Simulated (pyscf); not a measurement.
A first-order saddle from PySCF, ωB97X-D3(BJ)/def2-SVP:

```xyz
6

Cl    -0.6244     0.0545     1.7078
In     0.1205     0.7696    -0.6192
Cl     1.9813     2.1194    -0.3046
H     -1.1599     0.8898    -1.7197
Cl     0.9309    -1.6197    -0.2780
H      0.1698    -1.0835     0.9811
```

Surface: singlet, charge 0. Lowest wavenumbers (cm⁻¹): 624i, 83, 95, 236, 362.

Question: What reaction is this the transition state of?

Answer: HCl (SMILES Cl) + Cl–InH–Cl (SMILES [Cl][InH][Cl]) ⇌ Cl–InH–Cl (SMILES [Cl][InH][Cl]) + HCl (SMILES Cl), a four-centre exchange read from left to right: Cl–H, Cl–In broken and Cl–In, Cl–H formed. At CCSD(T)/def2-TZVPP + ΔMP2(QZVPP) it lies -0.07 eV from the left side and -0.07 eV from the right (each side as separated species at their lowest minima found). On the reactant side the descent ends in an adduct with a Cl–In contact, 0.46 eV under the separated species and 0.25 eV under the saddle at ωB97X-D3(BJ)/def2-TZVP. On the product side the descent ends in an adduct with a Cl–In contact, 0.46 eV under the separated species and 0.25 eV under the saddle at ωB97X-D3(BJ)/def2-TZVP. At CCSD(T) the saddle lies under the separated reactants, which points to a path from their complex (located at ωB97X-D3(BJ) alone). At CCSD(T) the saddle lies under the separated products, which points to a path from their complex (located at ωB97X-D3(BJ) alone). What is counted as formed (Cl–In) is already present as a longer contact in the reactant adduct; forming that adduct is a step of its own. What is counted as broken (Cl–In) persists as a longer contact in the product adduct; parting that adduct is a step of its own. At ωB97X-D3(BJ)/def2-TZVP the barrier from the zero used here is -0.21 eV. This is the saddle that the search found; another between the same sides may lie lower. The CCSD(T) − MP2 part came from Ansatz, without density fitting, on the same reference. The frozen core leaves the outer d or s,p core shells of the metals and heavy elements correlated in the MP2 and CC values, and def2-TZVPP describes them poorly, which can shift differences by a few kcal/mol. Elements past Kr carry the def2 core potentials, without spin-orbit coupling.
